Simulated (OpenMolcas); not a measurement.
# B86PBE/ANO-R2 (DKH2) run of SiH2F2 (SMILES F[SiH2]F)

Aim: the vertical ionisation energy of SiH2F2 at B86PBE/ANO-R2 (DKH2), from 2 runs. 

The calculation is run with OpenMolcas 26.06.

## 1. The molecule

SiH2F2 has 5 atoms, charge 0, and is taken as a singlet. As SMILES, `F[SiH2]F`. The coordinates come from a GFN2-xTB relaxation.

Bond lengths: F1–Si2 1.594 Å, Si2–F3 1.594 Å, Si2–H4 1.443 Å, Si2–H5 1.443 Å. Angles: F1–Si2–F3 102.9°, F1–Si2–H4 107.9°, F1–Si2–H5 108.0°, F3–Si2–H4 108.0°, F3–Si2–H5 107.9°, H4–Si2–H5 120.7°.

## 2. Energy and gradient at B86PBE/ANO-R2 (DKH2)

The input, coord.xyz:

```xyz
5

F     -1.046560     0.523250     0.981220
Si    -0.010700    -0.001170    -0.111060
F      1.215730    -0.505410     0.773130
H     -0.593670    -1.150140    -0.760570
H      0.435200     1.133470    -0.882720
```

The input, job.inp:

```
>>> EXPORT MOLCAS_PRINT=2
&GATEWAY
Coord = coord.xyz
Basis = ANO-R2
Group = NoSym
&SEWARD
Relativistic = R02O02
Expert
&SCF
KSDFT = B86PBE
PrOrbitals = 0
&ALASKA
```

Launch:

```console
$ export MOLCAS_MEM=1860
$ pymolcas job.inp > job.log
```

Standard output, shortened:

```text
--- Start Module: gateway ---
[...]
--- Stop Module: gateway /rc=_RC_ALL_IS_WELL_ ---
[...]
 ###    WARNING:  EXPERT option is ON!                                       ###
 ###############################################################################
               SEWARD will generate:
[...]
      Basis functions          133
[...]
--- Start Module: scf ---
[...]
       Convergence after  10 Iterations
[...]
::    Total KS-DFT energy                            -491.3638982319
[...]
      Total spin, S                                     0.0000000000
[...]
      Total electronic charge=   34.000000
      Total            charge=   -0.000000
[...]
      Dipole Moment (debye):
      Origin of the operator (angstrom)=    0.0405    0.0043    0.4202
                   X= -1.7206E-01               Y= -1.8862E-02               Z= -1.7911E+00           Total=  1.7994E+00
      Quadrupole Moment (debye*angstrom):
[...]
--- Stop Module: scf /rc=_RC_ALL_IS_WELL_ ---
[...]
--- Start Module: alaska ---
[...]
 *              Molecular gradients               *
 **************************************************
  Irreducible representation: a
 ------------------------------------------------------------------------------------------
                              X                       Y                       Z
 ------------------------------------------------------------------------------------------
  F1                1.28781171235310E-02   -6.00751086657070E-03   -3.63355188791736E-03
  SI2              -1.71152923389895E-03   -2.41486605369268E-04   -1.89283252439303E-02
  F3               -1.34735284905148E-02    6.02681803860605E-03   -1.32397150324515E-03
  H4                5.57008301928996E-03    9.98026532505580E-03    1.14071993276998E-02
  H5               -3.26314241862447E-03   -9.75808589168370E-03    1.24786493073183E-02
 ------------------------------------------------------------------------------------------
--- Stop Module: alaska /rc=_RC_ALL_IS_WELL_ ---
[...]
```

Wall time 94 s (1 thread of Arm Neoverse V1, shared host); peak memory 1 GiB.

## 3. The doublet cation

coord.xyz is that of step 2.

The input, job.input:

```
* F2H2Si Kohn-Sham DFT
>>> EXPORT MOLCAS_PRINT=2

&GATEWAY
 Coord=coord.xyz
 Basis=ANO-R2
 Group=NoSym

&SEWARD
 Relativistic=R02O02
 Expert

&SCF
 UHF
 Charge=1
 Spin=2
 KSDFT=B86PBE
 PrOrbitals=0

&ALASKA
```

Launch:

```console
$ export MOLCAS_MEM=1860
$ pymolcas job.input > job.log
```

Standard output, shortened:

```text
--- Start Module: gateway ---
[...]
--- Stop Module: gateway /rc=_RC_ALL_IS_WELL_ ---
[...]
 ###    WARNING:  EXPERT option is ON!                                       ###
 ###############################################################################
               SEWARD will generate:
[...]
      Basis functions          133
[...]
--- Start Module: scf ---
[...]
       Convergence after  18 Iterations
[...]
::    Total KS-DFT energy                            -490.9100881749
[...]
      Total spin, S                                     0.5021549154
[...]
      Total electronic charge=   33.000000
      Total            charge=    1.000000
[...]
      Dipole Moment (debye):
      Origin of the operator (angstrom)=    0.0405    0.0043    0.4202
                   X= -4.2782E-01               Y= -4.5223E-02               Z= -4.4359E+00           Total=  4.4567E+00
      Center of Charge (angstrom)
[...]
--- Stop Module: scf /rc=_RC_ALL_IS_WELL_ ---
[...]
--- Start Module: alaska ---
[...]
 *              Molecular gradients               *
 **************************************************
  Irreducible representation: a
 ------------------------------------------------------------------------------------------
                              X                       Y                       Z
 ------------------------------------------------------------------------------------------
  F1                7.90815335244766E-03   -2.91167579799279E-03    1.22026829786410E-02
  SI2              -7.00535404493730E-03   -7.72291656574581E-04   -7.38070337572019E-02
  F3               -5.55870356958721E-03    3.22665393307897E-03    1.33344812843355E-02
  H4                1.44828579617455E-02    2.72313197746792E-02    2.26829748284212E-02
  H5               -9.82695369961117E-03   -2.67740062532043E-02    2.55868946658859E-02
 ------------------------------------------------------------------------------------------
--- Stop Module: alaska /rc=_RC_ALL_IS_WELL_ ---
[...]
```

It took 1.9 min on 1 thread of Arm Neoverse V1, shared host; peak memory 1 GiB.

## 4. Results

At B86PBE/ANO-R2 (DKH2):

| quantity | value |
| --- | --- |
| singlet SiH2F2: total energy | -491.36390 Eh |
| singlet SiH2F2: dipole moment | 1.80 D |
| singlet SiH2F2: HOMO energy | -8.58 eV |
| singlet SiH2F2: LUMO energy | -0.69 eV |
| singlet SiH2F2: HOMO–LUMO gap | 7.89 eV |
| singlet SiH2F2: largest force on an atom | 0.977 eV/Å |
| doublet cation: total energy | -490.91009 Eh |
| doublet cation: HOMO energy (highest over α and β) | -17.19 eV |
| doublet cation: LUMO energy (lowest over α and β) | -16.12 eV |
| doublet cation: ⟨S²⟩ | 0.754 |
| doublet cation: largest force on an atom | 3.813 eV/Å |
| vertical ionisation energy (to the doublet cation) | 12.349 eV |

In words: The vertical ionisation energy comes to 12.35 eV (285 kcal/mol). The largest force (singlet SiH2F2) is 0.98 eV/Å: the shape isn't a stationary point for this species at this level. The negative HOMO energy of the first species, 8.58 eV, lies 3.77 eV below that difference. Mulliken charges (singlet SiH2F2) run from -0.25 on F1 to +0.66 on Si2; they depend strongly on the basis.
